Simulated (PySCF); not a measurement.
Species: phosphorus pentafluoride, PF5.
InChI=1S/F5P/c1-6(2,3,4)5

A linear-response calculation (PySCF, def2-SVPD basis, gas phase, vertical, core orbitals frozen in the response) gave these numbers; the functional is withheld.

Orbital energies (eV): HOMO-3 -14.62, HOMO-2 -14.62, HOMO-1 -13.98, HOMO -13.97, LUMO 0.19, LUMO+1 2.33, LUMO+2 2.36.

| state | E (eV) | f | main configurations (H = HOMO, L = LUMO) |
| --- | --- | --- | --- |
| S1 | 10.13 | 0.0000 | H→L (89%) |
| S2 | 10.15 | 0.0000 | H-1→L (89%) |
| S3 | 10.87 | 0.025 | H-3/H-2→L (≥88%) |
| S4 | 10.87 | 0.026 | H-3/H-2→L (≥88%) |
| S5 | 11.34 | 0.150 | H-4→L (89%) |
| S6 | 11.49 | 0.0000 | H-5→L (86%), H-5→L+4 (8%) |

Triplets, Tamm–Dancoff:

```json
{"state": "T1", "E (eV)": "9.69", "λ (nm)": "128.0", "main configurations (H = HOMO, L = LUMO)": "H→L (83%), H→L+4 (11%)"}
{"state": "T2", "E (eV)": "9.71", "λ (nm)": "127.6", "main configurations (H = HOMO, L = LUMO)": "H-1→L (83%), H-1→L+4 (11%)"}
{"state": "T3", "E (eV)": "10.40", "λ (nm)": "119.2", "main configurations (H = HOMO, L = LUMO)": "H-3/H-2→L (≥82%), H-3/H-2→L+4 (≥10%)"}
{"state": "T4", "E (eV)": "10.40", "λ (nm)": "119.2", "main configurations (H = HOMO, L = LUMO)": "H-3/H-2→L (≥82%), H-3/H-2→L+4 (≥10%)"}
```

Vertical ionisation energy by ΔSCF with the same functional: 15.41 eV. Mean static polarisability: 26.5 au.

Orbitals of the list HOMO-3 to LUMO+2 that lie within 0.01 eV of each other are written together with a slash and their weights summed (≥ marks a lower bound); for degenerate orbitals outside that list single weights are arbitrary.

**Question.** Which of these was used?
A. PBE
B. HF
C. B3LYP
D. CAM-B3LYP

**Answer.** D. CAM-B3LYP is range-separated, 19% exact exchange at short range and 65% at long range (ω = 0.33 bohr⁻¹). In this run −ε(HOMO) = 13.97 eV differs from the ΔSCF value by -1.44 eV, and S1 differs from the orbital gap of 14.16 eV by -4.03 eV. The ratio −ε(HOMO)/IP is 0.91. Usual ranges for neutral molecules in this basis: 0.85 to 0.93 with CAM-B3LYP, 0.5 to 0.7 with PBE, 0.67 to 0.83 with B3LYP; Hartree–Fock can't fall below 1, since the ion's relaxation only lowers the ΔSCF value. The other options: PBE, a GGA without exact exchange; HF, time-dependent Hartree–Fock, 100% exact exchange; B3LYP, a global hybrid with 20% exact exchange.

Computed with TDDFT CAM-B3LYP/def2-SVPD, vertical, gas phase, core orbitals frozen in the response (PySCF 2.14.0, density-fitted response routines). Geometry: PBE0-D3(BJ)/def2-SVP; no solvent, vibrations or thermal averaging.

On Arm Neoverse V2, one thread, shared host with 96 logical CPUs at a one-minute load of 46, this took 87 s of wall time (grids of density and orbitals included) and 0.66 GiB of memory at its peak.
